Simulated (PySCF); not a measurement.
## A search over the determinants of ClF⁺

Unrestricted PBE0; PySCF, no relativity, basis sets Cl def2-TZVP, F def2-TZVP. Outer shells of the fragments: Cl+ 3s2 3p4; F 2s2 2p5.

Followed along the bond (rough minima from three points):

| 2Ms+1 | unpaired | ⟨S²⟩ at the start | R at minimum (Å) | Te (eV) |
| --- | --- | --- | --- | --- |
| 2 | π ↑ | 0.75 | 1.53 | 0.00 |
| 4 | σ ↑, π ↑↑ | 3.76 | none in the scan | ≤ 2.42 |

Solutions found at the starting distance of 1.685 Å, counted from the lowest of them; the search is not exhaustive and high or unbound solutions are not listed, so other states can lie among these:

| 2Ms+1 | unpaired | term | E (eV) | ⟨S²⟩ | ⟨Lz²⟩ | μ (D) |
| --- | --- | --- | --- | --- | --- | --- |
| 2 | π ↑ | ²Π | 0.00 | 0.75 | 1.01 | -2.13 |
| 4 | σ ↑, π ↑↑ | ⁴Σ⁻ | 2.18 | 3.76 | 0.00 | -2.01 |
| 2 | σ ↑, π ↑↓ | mixed | 2.93 | 1.76 | 2.02 | -1.95 |
| 2 | σ ↓, π ↑↑ | mixed | 2.98 | 1.76 | 0.00 | -1.97 |
| 2 | σ ↑ | mixed | 4.17 | 0.75 | 2.01 | -1.75 |
| 4 | σ ↑, π ↑↑ | mixed | 4.82 | 3.76 | 2.01 | 0.17 |
| 4 | σ ↑↑, π ↑ | ⁴Π | 6.25 | 3.76 | 1.01 | -1.08 |
| 2 | π ↑ | ²Π | 8.19 | 0.76 | 1.03 | -1.52 |

A term symbol is given only where ⟨S²⟩ and ⟨Lz²⟩ are close to those of a pure state; real π, δ and φ orbitals otherwise mix terms. A positive dipole points towards F; it is taken about the centre of mass and depends on that origin.

Counting both spins, an empty level lies below a filled one in some of these solutions, because spin and occupation are held.
